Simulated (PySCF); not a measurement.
**Calculated properties of `FCF` (CH2F2)**

Compound: CH2F2.
Z-matrix (Å and degrees, GFN2-xTB geometry), rows numbered from 1:
```
F 
C   1  1.3441
F   2  1.3441  1  108.18
H   2  1.0987  1  108.82  3   118.08
H   2  1.0987  1  108.81  3  -118.08
```

GFN2-xTB geometry:

| Quantity | Value |
| --- | --- |
| Point group of the GFN2-xTB geometry | C2v |
| Rotational constants A, B, C of the GFN2-xTB geometry | 49.689, 10.815, 9.445 GHz |

**PBE0/pcSseg-1 ground state and GIAO shieldings, non-relativistic (PySCF)**

| Quantity | Value |
| --- | --- |
| Dipole moment | 1.95 D |
| HOMO energy | -9.76 eV |
| LUMO energy | 1.74 eV |
| HOMO–LUMO gap | 11.50 eV |
| Lowest Hirshfeld atomic charge | -0.11 e on F1/F3 |
| Highest Hirshfeld atomic charge | +0.12 e on C2 |
| 13C chemical shifts (computed TMS as zero) by class | 113.6 (C2) ppm |
| 1H chemical shifts (computed TMS as zero) by class | 6.05 (H4/H5) ppm |
| Isotropic shieldings of nuclei other than C and H, by class | 328 (F1/F3) ppm |
| Mayer bond orders between heavy atoms | F1–C2 0.97, C2–F3 0.97 |

Monoisotopic mass from the formula: 52.0125 u.

Point group C2v permits a dipole; with 1.95 D the species has a pure rotational spectrum. With B = h/(8π²I), that is 505.379 GHz u Å² over I, the principal moments of inertia are 10.2, 46.7 and 53.5 u Å² (most abundant isotopes). The rotational constants make it an asymmetric top with κ = (2B − A − C)/(A − C) = -0.93, nearer the prolate limit (−1). The dipole matches unit charges of opposite sign 0.41 Å apart (1 e·Å = 4.8032 D).

Geometry: GFN2-xTB; no solvent, vibrations or thermal averaging.

For the NMR shielding job (PBE0/pcSseg-1), the run took 3.9 s of wall time (grids of density and orbitals included) on one thread of an Intel Xeon at 2.30 GHz, no GPU, on a shared host, and the process peaked at 0.31 GiB of memory.
